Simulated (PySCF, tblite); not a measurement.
Compound: methanethial, CH2S.
SMILES with atom numbers: `[CH2:1]=[S:2]` (hydrogens: H3, H4 on C1)

Computed with GFN2-xTB (tblite), gas phase: Langevin dynamics at 400 K from the optimised GFN2-xTB geometry, time step 0.5 fs, friction 0.01 fs⁻¹, 2000 steps. Over the second half of the run the saved frames average 439 K.

Frame at 250 fs, instantaneous temperature 718 K:
```
atom  x, y, z in Å
C1     -0.506   -0.282    0.630
S2      0.919    0.495    0.951
H3     -0.535   -0.957   -0.140
H4     -1.294   -0.242    1.278
```

Frame at 425 fs, instantaneous temperature 273 K:
```
atom  x, y, z in Å
C1     -0.269   -0.260    0.595
S2      1.059    0.640    0.991
H3     -0.267   -1.395    0.764
H4     -1.107    0.244    0.063
```

Frame at 625 fs, instantaneous temperature 787 K:
```
atom  x, y, z in Å
C1      0.469   -1.131    1.421
S2      1.173   -0.067    0.515
H3     -0.346   -0.918    2.148
H4      0.797   -2.205    1.454
```

Frame at 800 fs, instantaneous temperature 452 K:
```
atom  x, y, z in Å
C1      1.387   -0.689    1.580
S2      1.364   -0.404    0.037
H3      0.442   -0.781    2.166
H4      2.223   -1.037    2.040
```

Frame at 1000 fs, instantaneous temperature 290 K:
```
atom  x, y, z in Å
C1      0.917   -0.419    1.820
S2      0.777   -0.896    0.292
H3      1.334   -1.101    2.510
H4      0.449    0.443    2.199
```

Task: What do single points at PBE0/pcSseg-1 (PySCF, gas phase) give on these frames?

Result: 
```json
{"t (fs)": "250", "GFN2-xTB E above start (eV)": "0.19", "DFT E above lowest frame (eV)": "0.20", "HOMO (eV)": "-6.77", "LUMO (eV)": "-2.79", "dipole (D)": "1.92"}
{"t (fs)": "425", "GFN2-xTB E above start (eV)": "0.15", "DFT E above lowest frame (eV)": "0.05", "HOMO (eV)": "-6.74", "LUMO (eV)": "-2.74", "dipole (D)": "1.86"}
{"t (fs)": "625", "GFN2-xTB E above start (eV)": "0.08", "DFT E above lowest frame (eV)": "0.00", "HOMO (eV)": "-6.68", "LUMO (eV)": "-2.42", "dipole (D)": "1.69"}
{"t (fs)": "800", "GFN2-xTB E above start (eV)": "0.17", "DFT E above lowest frame (eV)": "0.16", "HOMO (eV)": "-6.67", "LUMO (eV)": "-2.48", "dipole (D)": "1.73"}
{"t (fs)": "1000", "GFN2-xTB E above start (eV)": "0.06", "DFT E above lowest frame (eV)": "0.04", "HOMO (eV)": "-6.71", "LUMO (eV)": "-2.61", "dipole (D)": "1.82"}
```

The two levels order the frames alike by energy but for pairs within 0.08 eV at one level; measured from each level's lowest frame they differ by 0.07 eV at most. The HOMO–LUMO gap runs from 3.98 to 4.26 eV. These are instantaneous structures, not minima.

Task: And the isotropic GIAO shieldings (ppm) from the same runs?

Result: 
```tsv
atom	250 fs	425 fs	625 fs	800 fs	1000 fs	mean	range
C1	-99.9	-97.8	-64.3	-70.9	-83.3	-83.2	35.6
S2	-1058.7	-1018.8	-756.1	-853.9	-938.9	-925.3	302.6
H3	19.7	18.6	19.8	19.7	20.1	19.6	1.5
H4	19.4	19.0	20.0	20.7	19.7	19.8	1.7
```

What follows is the cost of the whole dynamics run. On Arm Neoverse V2, one thread (shared host), this took 2.5 s wall and 0.18 GiB of memory at its peak.
